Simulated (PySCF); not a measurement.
Ionisation of `C=C(C)P` (C3H7P)

System: `C=C(C)P` (C3H7P). Optimised structure (Å), atoms numbered from 1:
```
C     0.3118    1.6064   -0.0911
C     0.1784    0.2751   -0.0362
C    -1.1379   -0.4074    0.1762
P     1.7110   -0.7315   -0.2406
H     1.2859    2.0785   -0.2474
H    -0.5541    2.2689    0.0192
H    -1.1147   -1.0333    1.0835
H    -1.9602    0.3177    0.2762
H    -1.3708   -1.0830   -0.6634
H     1.4786   -1.6274    0.8527
H     1.1777   -1.6692   -1.1830
```

Energies: ωB97X-D3(BJ)/ma-def2-TZVP (PySCF, density fitting, integration grid level 2) on PBE0-D3(BJ)/def2-SVP structures. The prefix ma- adds one diffuse s and one diffuse p function on all atoms but H. Zero-point and thermal terms (298.15 K, 1 bar) come from unscaled PBE0-D3(BJ)/def2-SVP harmonic frequencies, with soft modes damped to free rotors in the entropy.

Frontier levels of the parent: HOMO -9.76 eV, LUMO 0.97 eV.

Oxidation to the radical cation:
```
Vertical ionisation energy (electronic)              : 9.69 eV
Adiabatic ionisation energy (with zero-point energy) : 8.54 eV
Adiabatic, electronic part                           : 8.56 eV
Vertical gap at the product's structure              : 7.92 eV
Inner reorganisation energy (four-point)             : 1776 meV
Relaxation of product / of parent                    : 1127 / 649 meV
⟨S²⟩ of the product                                  : 0.782
Largest spin populations                             : P4 0.66, C1 0.41
Largest changes of atomic charge                     : P4 0.45, C1 0.14, H (on P4) 0.10, H (on P4) 0.10
Distances that move most (Å)                         : C2–P4 1.845 → 1.755; C1–C2 1.339 → 1.371; P4–H 1.432 → 1.411; P4–H 1.432 → 1.412
Potential in acetonitrile                            : 6.04 V absolute, 1.50 V against Fc+/Fc computed at 4.54 V (solvation -9 → -246 kJ/mol)
```

Solvents are IEF-PCM continua (electrostatics only, gas-phase structures); absolute potentials refer to an electron at rest in vacuum. Fc+/Fc in acetonitrile, 4.54 V, is ωB97X-D3(BJ)/ma-def2-TZVP on PBE0-D3(BJ)/def2-SVP structures with GFN2-xTB thermal terms. Benchmark calculations put it near 5.0 V in acetonitrile and DMSO, so it is about 0.5 V low, and the value against it can read up to that much too high.

Measured values (NIST Chemistry WebBook, evaluated or the median of agreeing entries): vertical ionisation energy 9.50 eV (computed 9.69, difference 0.19).

Structures, frequencies and single points took 9.1 min of wall time on 1 thread of Arm Neoverse V2 (shared host), launched as `OMP_NUM_THREADS=1 python redox_run.py task.json out`.
